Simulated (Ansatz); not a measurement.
A run of Ansatz (development build ahead of 0.2.0) on doublet CH3BO(+) at this shape:

```xyz
6

B    -0.2767    0.2671    1.2688
C     0.0363   -0.0707   -0.2235
O     0.1441   -0.5216   -1.2599
H     0.4951    1.7458    1.2078
H    -1.3345    0.6792    1.4157
H     0.4519   -0.2310    1.9966
```

Its results:

* Converged: yes
* Total energy: -138.64276 hartree
* Spin squared of the determinant: 0.764
* Stability test: minimum

Forces (eV/Å):
```
atom      Fx      Fy      Fz
  B1   0.253   0.850   0.465
  C2   0.597  -3.870  -7.878
  O3  -0.437   3.012   6.047
  H4  -0.071   0.000   0.219
  H5  -1.158   0.508   0.247
  H6   0.816  -0.501   0.899
```

Problem. Which input gives this output? Name the method, the orbitals and the basis set, and write the input.

Solution. UHF in def2-SVP.

```yaml
crystal:
  periodic: [false, false, false]
  atoms:
    - { symbol: B, position_ang: [-0.27672, 0.26712, 1.26882] }
    - { symbol: C, position_ang: [0.03632, -0.07071, -0.22351] }
    - { symbol: O, position_ang: [0.14413, -0.52158, -1.25991] }
    - { symbol: H, position_ang: [0.49514, 1.7458, 1.20778] }
    - { symbol: H, position_ang: [-1.33455, 0.67919, 1.41572] }
    - { symbol: H, position_ang: [0.45193, -0.23097, 1.99655] }
basis:
  gaussian: { orbitals: def2-SVP }
total_charge: 1
magnetization:
  spin_polarized: true
  initial_magnetization: 1
hamiltonian:
  xc: hf
output:
  forces: true
```

Caution: the charge can sit on one fragment and break the point group.
